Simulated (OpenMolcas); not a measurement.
# One shape, several levels: SiH4 (silane)

Wanted: a comparison of 6 runs (UHF/STO-3G, B3LYP/STO-3G, M06-2X/STO-3G, r2SCAN/STO-3G, CISD/STO-3G, CCSD(T)/STO-3G) of SiH4 (silane). 

The results are computed with OpenMolcas 26.06.

### 1 The molecule

The species is SiH4 (5 atoms), meant as a singlet with charge 0. SMILES: `[SiH4]`. The Si1–H3 distance was set to 2.227 Å, away from the relaxed value. At this shape a bond of the SMILES string is far longer than usual.

Bond lengths: Si1–H2 1.485 Å, Si1–H4 1.485 Å, Si1–H5 1.485 Å. Angles: H2–Si1–H4 109.5°, H2–Si1–H5 109.5°, H4–Si1–H5 109.5°. A long bond or contact: Si1–H3 2.227 Å.

### 2 A single-point energy at UHF/STO-3G (run 1)

Contents of run.inp:

```
&GATEWAY
  BasLib
  $CurrDir
  Coord
  5
  angstrom
  Si       0.665497      -0.022450      -0.328148
  H        1.633097      -0.710850       0.562852
  H       -1.331000       0.044900       0.656000
  H        0.560397      -0.762750      -1.610648
  H        1.133997       1.361350      -0.592248
  Basis
  STO-3G
  Group
  NoSym

&SEWARD

&SCF
  UHF
  Thresholds
  1e-10 1e-07 1e-07 1e-05
  Scramble
  0.25
  PrOrbitals
  1 1
```

The basis set STO-3G is read from a file made from the Basis Set Exchange's data (not shown).

Command:

```sh
$ export MOLCAS_MEM=1860
$ pymolcas run.inp > run.log
```

Output:

```text
--- Start Module: gateway ---
[...]
--- Stop Module: gateway /rc=_RC_ALL_IS_WELL_ ---
--- Start Module: seward ---
[...]
      Basis functions           13
--- Stop Module: seward /rc=_RC_ALL_IS_WELL_ ---
--- Start Module: scf ---
[...]
       Convergence after  22 Iterations
[...]
::    Total SCF energy                               -287.7755751820
[...]
      Total spin, S                                     0.3978907250
[...]
      Total electronic charge=   18.000000
      Total            charge=   -0.000000
[...]
      Dipole Moment (debye):
      Origin of the operator (angstrom)=    0.6445   -0.0217   -0.3178
                   X=  2.1765E-02               Y= -7.4129E-04               Z= -1.1216E-02           Total=  2.4496E-02
      Quadrupole Moment (debye*angstrom):
[...]
--- Stop Module: scf /rc=_RC_ALL_IS_WELL_ ---
[...]
```

Run time: 1.9 s. Hardware: 1 thread of Arm Neoverse V1, shared host; peak memory 0.37 GiB.

### 3 The energy at B3LYP/STO-3G (run 2)

Contents of run.input:

```
* H4Si Kohn-Sham DFT
&gateway
baslib=$CurrDir
coord
5
angstrom
Si       0.665497      -0.022450      -0.328148
H        1.633097      -0.710850       0.562852
H       -1.331000       0.044900       0.656000
H        0.560397      -0.762750      -1.610648
H        1.133997       1.361350      -0.592248
basis=STO-3G
group=NoSym
&seward
gridinput
Grid=UltraFine
End of Grid
&scf
ksdft=B3LYP
thresholds=1e-10 1e-07 1e-07 1e-05
prorbitals=1 1
```

The basis set STO-3G is read from a file made from the Basis Set Exchange's data (not shown).

Command:

```sh
$ export MOLCAS_MEM=1860
$ pymolcas run.input > run.log
```

Output:

```text
--- Start Module: gateway ---
[...]
--- Stop Module: gateway /rc=_RC_ALL_IS_WELL_ ---
--- Start Module: seward ---
[...]
      Basis functions           13
--- Stop Module: seward /rc=_RC_ALL_IS_WELL_ ---
--- Start Module: scf ---
[...]
       Convergence after   9 Iterations
[...]
::    Total KS-DFT energy                            -288.4078004369
[...]
      Total spin, S                                     0.0000000000
[...]
      Total electronic charge=   18.000000
      Total            charge=   -0.000000
[...]
      Dipole Moment (debye):
      Origin of the operator (angstrom)=    0.6445   -0.0217   -0.3178
                   X=  5.7463E-01               Y= -1.9379E-02               Z= -2.8371E-01           Total=  6.4114E-01
      Quadrupole Moment (debye*angstrom):
[...]
--- Stop Module: scf /rc=_RC_ALL_IS_WELL_ ---
[...]
```

It took 3.9 s on 1 thread of Arm Neoverse V1, shared host; peak memory 0.37 GiB.

Runs 3 to 5 aren't shown in full; the table further down has their settings and results.

### 4 The energy at CCSD(T)/STO-3G (run 6)

run.input, as its differences from that of step 3:

```diff
@@ -1,2 +1,2 @@
-* H4Si Kohn-Sham DFT
+* H4Si CCSD(T)
 &gateway
@@ -14,8 +14,21 @@
 &seward
-gridinput
-Grid=UltraFine
-End of Grid
 &scf
-ksdft=B3LYP
 thresholds=1e-10 1e-07 1e-07 1e-05
 prorbitals=1 1
+&rasscf
+fileorb=$Project.ScfOrb
+spin=1
+nactel=0 0 0
+inactive=9
+ras2=0
+outorbitals=Canonical
+orblisting=Nothing
+&motra
+jobiph
+frozen=5
+&ccsdt
+cct
+triples=2
+iterations=80
+accuracy=1e-08
+extrapolation=5 4
```

The basis set STO-3G is read from a file made from the Basis Set Exchange's data (not shown).

Command:

```sh
$ export MOLCAS_MEM=1860
$ pymolcas run.input > run.log
```

Output:

```text
--- Start Module: gateway ---
[...]
--- Stop Module: gateway /rc=_RC_ALL_IS_WELL_ ---
[...]
      Basis functions           13
[...]
       Convergence after   9 Iterations
[...]
::    Total SCF energy                               -287.7555985333
[...]
      Total spin, S                                     0.0000000000
[...]
      Number of active orbitals                  0
[...]
      Spin quantum number                      0.0
[...]
      Active orbitals                            0
[...]
      Number of CSFs                             1
[...]
      Number of root(s) required                 1
[...]
      Convergence after  4 iterations
[...]
      Natural orbitals and occupation numbers for root  1
      ************************************************************************************************************************
      *                                                    Final results                                                     *
      ************************************************************************************************************************
[...]
::    RASSCF root number  1 Total energy:   -287.75559853
[...]
      Total electronic charge=   18.000000
      Total            charge=   -0.000000
[...]
      Dipole Moment (debye):
      Origin of the operator (angstrom)=    0.6445   -0.0217   -0.3178
                   X=  6.8626E-01               Y= -2.3129E-02               Z= -3.3884E-01           Total=  7.6570E-01
      Quadrupole Moment (debye*angstrom):
[...]
--- Start Module: motra ---
[...]
      *** WARNING: Default frozen orbitals is overwritten by user input.
      *** Default values:   2
[...]
--- Stop Module: motra /rc=_RC_ALL_IS_WELL_ ---
--- Start Module: ccsdt ---
[...]
      Convergence after                    14  Iterations
      Total energy (diff) :    -287.86753957      -0.00000000
[...]
 METHOD                       : CCSD+T(CCSD)+<T3(1)WT1> = CCSD(T)
[...]
       CCSD     =      -287.8675395743207
[...]
--- Stop Module: ccsdt /rc=_RC_ALL_IS_WELL_ ---
[...]
```

Wall time 2.2 s (1 thread of Arm Neoverse V1, shared host); peak memory 0.37 GiB.

### 5 Overview of the runs

| run | level | scramble | integration grid | energy (Eh) | dipole moment (D) of the reference | HOMO energy (eV) | LUMO energy (eV) | wall time |
| --- | --- | --- | --- | --- | --- | --- | --- | --- |
| 1 | UHF/STO-3G | 0.25 | – | -287.775575 | 0.02 | -7.31 | 6.91 | 1.9 s |
| 2 | B3LYP/STO-3G | – | UltraFine | -288.407800 | 0.64 | -5.21 | 1.88 | 3.9 s |
| 3 | M06-2X/STO-3G | – | UltraFine | -288.386539 | 0.57 | -6.38 | 3.20 | 4.5 s |
| 4 | r2SCAN/STO-3G | – | UltraFine | -288.370422 | 0.67 | -4.55 | 1.30 | 5.1 s |
| 5 | CISD/STO-3G | – | – | -287.860716 | 0.77 | -7.60 | 6.32 | 1.7 s |
| 6 | CCSD(T)/STO-3G | – | – | -287.868665 | 0.77 | -7.60 | 6.32 | 2.2 s |

### 6 Summary of results

| quantity | value |
| --- | --- |
| run 6: total energy | -287.86867 Eh |
| run 6: dipole moment (mean-field density) | 0.77 D |
| run 6: HOMO energy (Hartree–Fock orbitals) | -7.60 eV |
| run 6: LUMO energy (Hartree–Fock orbitals) | 6.32 eV |
| run 6: HOMO–LUMO gap (Hartree–Fock orbitals) | 13.93 eV |
| run 6: correlation energy (5 core orbitals frozen) | -113.1 mEh |
| run 6: (T) correction | -1.13 mEh |

Below the UHF energy at the same shape and in the same basis (STO-3G): CISD -85.1 mEh; CCSD(T) -93.1 mEh. Some of these start from another determinant than that one, so these aren't their correlation energies. Over runs 1, 2, 3, 4 the dipole moment (its size) runs from 0.02 D (UHF/STO-3G) to 0.67 D (r2SCAN/STO-3G). Over runs 1, 2, 3, 4 the HOMO–LUMO gap runs from 5.85 eV (r2SCAN/STO-3G) to 14.22 eV (UHF/STO-3G). Totals of different functionals can't be ranked against each other. In runs 1, 2, 3, 4, 5, 6 the basis is minimal, so the values are rough. Spin contamination of the reference: run 1 ⟨S²⟩ = 0.56. All runs together took 19 s, the longest 5.1 s.
